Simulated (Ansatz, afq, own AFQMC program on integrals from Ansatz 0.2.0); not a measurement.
**BGeH3, singlet in cc-pVDZ along one coordinate**

```xyz
5

Ge   -0.0288    0.0000    0.2536
B     0.1335    0.0000   -1.6270
H     0.4143    1.2770    0.9714
H     0.4143   -1.2770    0.9714
H    -0.1832    0.0000   -2.7670
```

One side is turned about Ge1–B2. Energies in mEh count from this geometry (0.000 °) at the same level; the start stands on RHF, each point on the determinant named.

Basis cc-pVDZ. Noble-gas cores (and the filled d shells of Ga–Kr and In–Xe) are frozen. Ansatz 0.2.0 and our own AFQMC program on the same integrals; the CISD trial comes from CCSD amplitudes, and released means the phaseless constraint is let go. Uncertainties: one standard error, sampling alone. No spin–orbit coupling.

Cautions, each for one point or more: higher spins were not checked; inner d shell frozen; no relativity below Rb; no spin-orbit coupling; released walk and highest rung disagree; restricted determinant unstable towards unrestricted; the ph-AFQMC/CISD walk drifts between its halves.

```tsv
twist about Ge1–B2 / °	det.	T1	weight	MP2	CCSD	CCSD(T)
17.200	RHF	0.019	0.86	0.4	0.4	0.4
47.800	RHF	0.020	0.86	2.6	2.7	2.7
74.400	RHF	0.019	0.86	5.7	5.9	5.9
120.000	RHF	0.020	0.85	10.4	10.6	10.4
180.000	RHF	0.019	0.85	12.3	12.1	11.7
```

Problem. Estimate the curve of CCSDT(Q), counted from the same start.

Solution. 
| twist about Ge1–B2 / ° | det. | T1 | weight | CCSDT(Q) | ph-AFQMC/CISD | released AFQMC |
| --- | --- | --- | --- | --- | --- | --- |
| 17.200 | RHF | 0.019 | 0.86 | 0.4 | 0.4 ± 0.8 | -0.3 ± 0.8* |
| 47.800 | RHF | 0.020 | 0.86 | 2.7 | 3.2 ± 0.6 | 3.5 ± 0.8* |
| 74.400 | RHF | 0.019 | 0.86 | 5.8 | 7.1 ± 0.7 | 5.7 ± 0.9* |
| 120.000 | RHF | 0.020 | 0.85 | 10.3 | 8.8 ± 0.9 | – |
| 180.000 | RHF | 0.019 | 0.85 | 11.5 | 13.1 ± 0.6 | 11.7 ± 0.9* |

Weight is that of the determinant in the CISD state; at the start T1 is 0.019 and the weight 0.86. An asterisk marks released energies that aren't shown to be converged. Symmetry can't show for every point that it stays on the start's state. A dash marks a missing value, a released energy that hasn't settled or a functional that sits on another state. Largest departures from CCSDT(Q), at the points where its series has closed: CCSD(T) 0.1 mEh at 180.000 (on RHF), ph-AFQMC/CISD 1.5 mEh at 180.000 (on RHF), MP2 0.7 mEh at 180.000 (on RHF), CCSD 0.6 mEh at 180.000 (on RHF).

CCSDT and higher add their correlation energy to the determinant of the CCSD(T) run, since their own runs factorise the integrals more tightly (a shift of under 2 meV). A walk keeps the symmetry of its determinant, which the program's search chose and which needn't be the lowest solution, so a lower state of the same spin and another symmetry isn't excluded.
